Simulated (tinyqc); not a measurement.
Worked calculation: MP2 on RHF in the sto-6g basis, for BH3, spin multiplicity 1. One step of it, computed by the program tinyqc.

Task: Iteration 7 (converged): orbitals. Diagonalise F' = X^T F X, C = X C', fill 4 alpha and 4 beta electrons from the bottom; D = 2 C_occ C_occ^T. Each column has its largest component positive (the first on a tie).

converged F (hartree), order 1B 1s, 1B 2s, 1B 2px, 1B 2py, 1B 2pz, 2H 1s, 3H 1s, 4H 1s:
$$\begin{pmatrix}
-7.530746 & -2.112523 & 0.000003 & 0.000000 & -0.000018 & -0.426256 & -0.426665 & -0.426665 \\
-2.112523 & -1.016079 & 0.000098 & 0.000000 & 0.000192 & -0.487691 & -0.487940 & -0.487940 \\
0.000003 & 0.000098 & -0.146713 & 0.000000 & 0.000000 & -0.372709 & 0.186456 & 0.186456 \\
0.000000 & 0.000000 & 0.000000 & -0.146766 & 0.000000 & 0.000000 & -0.322832 & 0.322832 \\
-0.000018 & 0.000192 & 0.000000 & 0.000000 & 0.238620 & 0.000206 & 0.000207 & 0.000207 \\
-0.426256 & -0.487691 & -0.372709 & 0.000000 & 0.000206 & -0.337011 & -0.106845 & -0.106845 \\
-0.426665 & -0.487940 & 0.186456 & -0.322832 & 0.000207 & -0.106845 & -0.337234 & -0.106974 \\
-0.426665 & -0.487940 & 0.186456 & 0.322832 & 0.000207 & -0.106845 & -0.106974 & -0.337234
\end{pmatrix}$$

X, order 1B 1s, 1B 2s, 1B 2px, 1B 2py, 1B 2pz, 2H 1s, 3H 1s, 4H 1s:
$$\begin{pmatrix}
1.031451 & -0.168202 & 0.000011 & 0.000000 & 0.000023 & 0.023813 & 0.023819 & 0.023819 \\
-0.168202 & 1.309871 & -0.000155 & 0.000000 & -0.000225 & -0.277941 & -0.278177 & -0.278177 \\
0.000011 & -0.000155 & 1.158109 & 0.000000 & 0.000000 & -0.301349 & 0.150824 & 0.150824 \\
0.000000 & 0.000000 & 0.000000 & 1.158142 & 0.000000 & 0.000000 & -0.261107 & 0.261107 \\
0.000023 & -0.000225 & 0.000000 & 0.000000 & 1.000000 & 0.000222 & 0.000222 & 0.000222 \\
0.023813 & -0.277941 & -0.301349 & 0.000000 & 0.000222 & 1.196822 & -0.013423 & -0.013423 \\
0.023819 & -0.278177 & 0.150824 & -0.261107 & 0.000222 & -0.013423 & 1.197055 & -0.013402 \\
0.023819 & -0.278177 & 0.150824 & 0.261107 & 0.000222 & -0.013423 & -0.013402 & 1.197055
\end{pmatrix}$$

Give: F' = X^T F X; orbital energies; coefficients C; D after iteration 7.

Result:

F' = X^T F X (hartree):
$$\begin{pmatrix}
-7.3597 & -1.1145 & 0.0000 & 0.0000 & 0.0000 & -0.0432 & -0.0433 & -0.0433 \\
-1.1145 & -0.2068 & -0.0001 & 0.0000 & -0.0001 & -0.3535 & -0.3537 & -0.3537 \\
0.0000 & -0.0001 & 0.1623 & 0.0000 & 0.0000 & -0.4380 & 0.2191 & 0.2191 \\
0.0000 & 0.0000 & 0.0000 & 0.1622 & 0.0000 & 0.0000 & -0.3794 & 0.3794 \\
0.0000 & -0.0001 & 0.0000 & 0.0000 & 0.2386 & 0.0003 & 0.0003 & 0.0003 \\
-0.0432 & -0.3535 & -0.4380 & 0.0000 & 0.0003 & 0.0212 & -0.0295 & -0.0295 \\
-0.0433 & -0.3537 & 0.2191 & -0.3794 & 0.0003 & -0.0295 & 0.0213 & -0.0295 \\
-0.0433 & -0.3537 & 0.2191 & 0.3794 & 0.0003 & -0.0295 & -0.0295 & 0.0213
\end{pmatrix}$$

orbital energies (hartree): MO1 -7.5331, MO2 -0.6298, MO3 -0.4330, MO4 -0.4330, MO5 0.2386, MO6 0.5586, MO7 0.6459, MO8 0.6460

coefficients C, order 1B 1s, 1B 2s, 1B 2px, 1B 2py, 1B 2pz, 2H 1s, 3H 1s, 4H 1s:
$$\begin{pmatrix}
0.9945 & -0.2154 & 0.0000 & -0.0001 & -0.0003 & -0.2418 & 0.0006 & 0.0000 \\
0.0224 & 0.5942 & 0.0000 & 0.0003 & 0.0016 & 1.2738 & -0.0037 & 0.0000 \\
0.0000 & -0.0002 & 0.0000 & 0.5012 & 0.0000 & 0.0027 & 1.1074 & 0.0000 \\
0.0000 & 0.0000 & 0.5012 & 0.0000 & 0.0000 & 0.0000 & 0.0000 & 1.1075 \\
0.0000 & -0.0001 & 0.0000 & 0.0000 & 1.0000 & -0.0017 & 0.0000 & 0.0000 \\
-0.0037 & 0.2799 & 0.0000 & 0.5323 & -0.0006 & -0.6774 & -0.8836 & 0.0000 \\
-0.0037 & 0.2802 & 0.4609 & -0.2660 & -0.0006 & -0.6741 & 0.4447 & -0.7670 \\
-0.0037 & 0.2802 & -0.4609 & -0.2660 & -0.0006 & -0.6741 & 0.4447 & 0.7670
\end{pmatrix}$$

D after iteration 7, order 1B 1s, 1B 2s, 1B 2px, 1B 2py, 1B 2pz, 2H 1s, 3H 1s, 4H 1s:
$$\begin{pmatrix}
2.0709 & -0.2115 & 0.0000 & 0.0000 & 0.0001 & -0.1280 & -0.1280 & -0.1280 \\
-0.2115 & 0.7071 & 0.0001 & 0.0000 & -0.0002 & 0.3328 & 0.3326 & 0.3326 \\
0.0000 & 0.0001 & 0.5024 & 0.0000 & 0.0000 & 0.5335 & -0.2667 & -0.2667 \\
0.0000 & 0.0000 & 0.0000 & 0.5024 & 0.0000 & 0.0000 & 0.4620 & -0.4620 \\
0.0001 & -0.0002 & 0.0000 & 0.0000 & 0.0000 & -0.0001 & -0.0001 & -0.0001 \\
-0.1280 & 0.3328 & 0.5335 & 0.0000 & -0.0001 & 0.7234 & -0.1263 & -0.1263 \\
-0.1280 & 0.3326 & -0.2667 & 0.4620 & -0.0001 & -0.1263 & 0.7234 & -0.1264 \\
-0.1280 & 0.3326 & -0.2667 & -0.4620 & -0.0001 & -0.1263 & -0.1264 & 0.7234
\end{pmatrix}$$
